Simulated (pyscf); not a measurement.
silylamine (H₂N–SiH₃) + hydrogen fluoride (HF) → silylamine (H₂N–SiH₃) + hydrogen fluoride (HF) (four-centre exchange; singlet surface; H–N, F–H broken, H–N, F–H formed). Optimised with ωB97X-D3(BJ)/def2-SVP in PySCF. MP2 and CC: frozen core, UHF for open shells. ΔMP2 is the change of the MP2 total energy from the triple- to the quadruple-zeta basis. Energies in kcal/mol from the separated reactants.

```tsv
level	barrier	reaction energy
PBE/def2-TZVP	19.6	0.0
B3LYP-D3(BJ)/def2-TZVP	24.4	0.0
M06-2X/def2-TZVP	28.1	0.0
ωB97M-D3(BJ)/def2-TZVP	26.6	0.0
MP2/def2-QZVPP	28.2	0.0
CCSD(T)/def2-TZVPP	…	0.0
CCSD(T)/def2-TZVPP + ΔMP2(QZVPP)	…	0.0
```

### Question
Fill in the missing entries.

### Answer

- CCSD(T)/def2-TZVPP, barrier: 30.3
- CCSD(T)/def2-TZVPP + ΔMP2(QZVPP), barrier: 29.6

Of the functionals in the table, M06-2X is closest to CCSD(T)/def2-TZVPP + ΔMP2(QZVPP) in the barrier (1.5 kcal/mol apart) and PBE least close (10.0 kcal/mol); that level has limits of its own. On the reactant side the descent ends in a bound adduct, 10.6 kcal/mol under the separated species and 37.2 kcal/mol under the saddle at ωB97X-D3(BJ)/def2-TZVP. On the product side the descent ends in a bound adduct, 10.6 kcal/mol under the separated species and 37.2 kcal/mol under the saddle at ωB97X-D3(BJ)/def2-TZVP. At ωB97X-D3(BJ) the barrier from the zero used here is 26.6 kcal/mol. The same reactants have a lower exit, to F–SiH₃ + NH₃ (barrier +5.4 kcal/mol at ωB97M-D3(BJ), against +26.6 kcal/mol here). This is the saddle that the search found; another between the same sides may lie lower. The CCSD(T) − MP2 part came from Ansatz, without density fitting, on the same reference.
